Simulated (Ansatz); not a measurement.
Input file:

```yaml
crystal:
  periodic: [false, false, false]
  atoms:
    - {symbol: Si, position_ang: [-0.873538, 0.000000, 0.000000]}
    - {symbol: H, position_ang: [-1.368410, 1.399708, 0.000000]}
    - {symbol: H, position_ang: [-1.368409, -0.699854, 1.212183]}
    - {symbol: H, position_ang: [-1.368410, -0.699854, -1.212183]}
    - {symbol: H, position_ang: [0.660462, 0.000000, 0.000000]}
    - {symbol: N, position_ang: [1.999462, 0.000000, 0.000000]}
basis:
  gaussian: {orbitals: def2-mTZVP}
magnetization: {spin_polarized: false, initial_magnetization: 3}
correlation: {method: bccd, electrons: valence}
output: {forces: true}
```

```sh
$ ansatz run in.yaml --threads 1 --pin off --events-out ev --progress --plain --max-ram 2393MiB
```

Log:

```
482 factors; integrals over basis functions are off by at most 1.0e-3 eV
mean field evaluation 1: about -9401.8242 eV, gradient 1.2e1 eV
mean field evaluation 2: about -9401.8604 eV, gradient 1.2e1 eV
mean field evaluation 4: about -9403.4935 eV, gradient 3.0e0 eV
mean field evaluation 8: about -9403.6165 eV, gradient 4.7e-1 eV
mean field evaluation 16: about -9403.1886 eV, gradient 5.9e0 eV
mean field -9403.61896403 eV, -345.5766229264 hartree, gradient 3.8e-6 eV, S^2 3.750000; 0 other end points of the search recorded, 0 dependent functions left out
mean field evaluation 32: about -9403.8675 eV, gradient 3.2e-2 eV
6 core orbitals not correlated: weight in the atoms' cores, before any rotation towards them, 1.000 or more for the frozen orbitals, at most 0.000 for the correlated occupied ones
reference -9403.61896403 eV, -345.5766229264 hartree; 8, 5 occupied and 39, 42 virtual orbitals, 482 factors
second order -4.83399806 eV of doubles, -0.13292267 eV of singles
cycle   1  -5.81013788 eV  change   -8.4e-1 eV  update   7.4e-2
cycle   2  -6.13457393 eV  change   -3.2e-1 eV  update   3.2e-2
cycle   3  -6.15000632 eV  change   -1.5e-2 eV  update   1.4e-2
cycle   4  -6.14100744 eV  change    9.0e-3 eV  update   6.7e-3
cycle   5  -6.13925637 eV  change    1.8e-3 eV  update   2.8e-3
cycle   6  -6.13889355 eV  change    3.6e-4 eV  update   9.0e-4
cycle   7  -6.13897221 eV  change   -7.9e-5 eV  update   3.1e-4
cycle   8  -6.13906242 eV  change   -9.0e-5 eV  update   1.0e-4
cycle   9  -6.13904761 eV  change    1.5e-5 eV  update   3.6e-5
cycle  10  -6.13904350 eV  change    4.1e-6 eV  update   1.3e-5
cycle  11  -6.13904450 eV  change   -1.0e-6 eV  update   4.6e-6
cycle  12  -6.13904498 eV  change   -4.8e-7 eV  update   1.7e-6
the calculation of the forces begins
Total energy: -9409.75800901 eV, -345.8022286682 hartree
Atom 0 at    -0.873538     0.000000     0.000000 Å, force    -1.334879    -0.000001     0.000000 eV/Å
Atom 1 at    -1.368410     1.399708     0.000000 Å, force    -0.023164     0.070892    -0.000000 eV/Å
Atom 2 at    -1.368409    -0.699854     1.212183 Å, force    -0.023164    -0.035446     0.061392 eV/Å
Atom 3 at    -1.368410    -0.699854    -1.212183 Å, force    -0.023164    -0.035446    -0.061392 eV/Å
Atom 4 at     0.660462     0.000000     0.000000 Å, force    -0.947432     0.000000     0.000000 eV/Å
Atom 5 at     1.999462     0.000000     0.000000 Å, force     2.351804    -0.000000    -0.000000 eV/Å
Dipole moment:    -0.098498    -0.000000     0.000000 e Å
```

Forces (eV/Å):
```
Si  -1.335  0.000  0.000
H   -0.023  0.071  0.000
H   -0.023 -0.035  0.061
H   -0.023 -0.035 -0.061
H   -0.947  0.000  0.000
N    2.352  0.000  0.000
```

Ran on 1 thread of Arm Neoverse V2, shared host: 4.8 s wall, 0.24 GiB peak host memory.
